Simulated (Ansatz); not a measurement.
Basis-set extrapolation for the S atom (frozen core, Ansatz 0.2.0). Multiplicity 3, UHF reference.

```csv
,def2-TZVPP,def2-QZVPP
HF,-397.501998,-397.512996
MP2 correlation,-0.116532,-0.128190
CCSD(T) correlation,-0.144741,-0.155698
```

Energies in hartree. Use E(X) = E(∞) + A·exp(−7.88·√X) for Hartree–Fock and E(X) = E(∞) + B·X^(−2.97) for correlation, with X = 3 and 4.

Q: What is the CCSD(T) energy at the basis-set limit?

A: HF limit: -397.512996 + (-0.010998) × 0.13774 = -397.51451. Correlation limit: -0.155698 + (-0.010957) × 0.74074 = -0.16381. Total: -397.67832 hartree, 19.8 kcal/mol below CCSD(T)/def2-TZVPP.
